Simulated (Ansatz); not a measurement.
C5H5N (`C=C/C=C/C#N`) at its PBE0-D4/def2-TZVP geometry, where that method's forces vanish. The species carries charge 0 and has multiplicity 1.

```xyz
11

C    -1.4410   -1.6758    0.1423
C    -0.2506   -1.0978   -0.0206
C    -0.0558    0.3297    0.0276
C     1.1378    0.9196   -0.1350
C     1.3079    2.3251   -0.0840
N     1.4640    3.4670   -0.0455
H    -1.5593   -2.7513    0.1013
H    -2.3334   -1.0854    0.3220
H     0.6296   -1.7102   -0.1996
H    -0.9314    0.9478    0.2060
H     2.0321    0.3312   -0.3147
```

(1) What forces (eV/Å) does ωB97M-V/def2-TZVPP give on these atoms in Ansatz 0.2.0? (Best estimate.)

Results:

(1) The calculation gave: 
```
C1   0.106  0.055 -0.014
C2  -0.152 -0.574 -0.007
C3   0.226  0.613 -0.002
C4  -0.211 -0.675 -0.004
C5   0.088  0.844  0.033
N6  -0.056 -0.374 -0.012
H7   0.019  0.089  0.002
H8   0.075 -0.032 -0.014
H9  -0.073  0.042  0.014
H10  0.066 -0.035 -0.013
H11 -0.087  0.046  0.017
```
